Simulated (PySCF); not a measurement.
fluoromethane (CH3F), SMILES CF. Atoms are numbered in the order given.

```xyz
5

C      0.0000     0.0000     0.6360
F      0.0000     0.0000    -0.7533
H      0.8942    -0.5163     0.9879
H      0.0000     1.0325     0.9879
H     -0.8942    -0.5163     0.9879
```

The structure is a stationary point at B3LYP-D3(BJ)/def2-TZVP.

Calculation: PBE0/pcJ-1 (PySCF).

Isotropic couplings with Fermi-contact, spin-dipole and both spin-orbit terms, one fixed conformer, no vibrational averaging. Isotopes: 13C, 19F, 1H.

Computed spin–spin coupling constants:
```json
[
 {"pair": "C1–F2", "bonds apart": "1", "J (Hz)": "-219.1"},
 {"pair": "C1–H3", "bonds apart": "1", "J (Hz)": "144.7"},
 {"pair": "C1–H4", "bonds apart": "1", "J (Hz)": "144.7"},
 {"pair": "C1–H5", "bonds apart": "1", "J (Hz)": "144.7"},
 {"pair": "F2–H3", "bonds apart": "2", "J (Hz)": "51.0"},
 {"pair": "F2–H4", "bonds apart": "2", "J (Hz)": "51.0"},
 {"pair": "F2–H5", "bonds apart": "2", "J (Hz)": "51.0"},
 {"pair": "H3–H4", "bonds apart": "2", "J (Hz)": "-10.1"},
 {"pair": "H3–H5", "bonds apart": "2", "J (Hz)": "-10.1"},
 {"pair": "H4–H5", "bonds apart": "2", "J (Hz)": "-10.1"}
]
```
